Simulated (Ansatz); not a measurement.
# Band gap of some tetrahedrally bonded semiconductors and semimetals

Method: HSE06 in Ansatz (PAW). References are measured gaps from which a computed or estimated zero-point shift was taken out, by their sources or here, so that they lie as a rule above the printed measurements.

Values in eV.

| solid | reference | HSE06 | error (eV) |
|---|---|---|---|
| 3C-SiC | 2.53 | 2.23 | -0.30 |
| zinc-blende BP | 2.2 (2.20–2.50) | 1.96 | -0.24 |
| diamond-structure Si | 1.23 | 1.12 | -0.11 |
| zinc-blende InP | 1.47 | 1.47 | 0.00 |
| zinc-blende ZnS | 3.94 | 3.32 | -0.62 |
| zinc-blende AlP | 2.54 | 2.27 | -0.27 |
| zinc-blende GaP | 2.43 | 2.26 | -0.17 |

Over these 7 solids the mean error is -0.24 eV, the mean absolute error 0.24 eV (median 0.24 eV), and the worst case zinc-blende ZnS at -0.62 eV; the value is below the reference in 6 of 7 cases.

Brackets give the range of our sources, which can hold other temperatures.

Differences are worked out from the printed values.

Computed values are for a static lattice; measured ones hold zero-point and thermal shifts unless a correction is named.

Levels without +SOC have no spin–orbit coupling; where heavier elements are present it shifts gaps, mostly down, and can invert bands. Cells: HSE06 at the measured cell. Ansatz's density-functional and Hartree–Fock values are scalar-relativistic unless marked +SOC, with PAW data made under PBE.

Ansatz's runs of these crystals have no spin polarisation.

Not in this set, of the tetrahedrally bonded semiconductors and semimetals with a reference value in our tables and a result at some level: 15 for a reference of another kind, counted apart (wurtzite AgI, zinc-blende AgI, zinc-blende AlN, cubic BN, zinc-blende BeSe and 10 more); 8 for spin–orbit coupling left out (zinc-blende AlAs, zinc-blende CdTe, zinc-blende GaAs, zinc-blende GaSb, diamond-structure Ge and 3 more); 4 for a doubt noted on the run at HSE06 (wurtzite AlN, wurtzite CdS, wurtzite GaN, wurtzite ZnO); 1 for sources at odds (zinc-blende BAs); 1 for another kind of cell (zinc-blende GaN); 1 for a measured value of zero (grey tin (α-Sn)); 1 for a high-temperature or high-pressure phase (wurtzite ZnS). These can be a level's worst cases. At least 6 more with a reference value are held back for tests. Without +SOC, gaps count where the solid holds none of Ge, As, Se, Br, Sn, Sb, Te, I or the elements past barium, or holds Ge, As, Se or Br with a gap over 4 eV. Layered and molecular crystals are counted apart. The metals Ce to Yb are counted apart.

References as tabulated in, or derived from, Chen et al. (2018), doi:10.1103/physrevmaterials.2.073803; X. Ren, F. Merz, H. Jiang et al., All-electron periodic G0W0 implementation ….

Ansatz is a program for electronic structure.
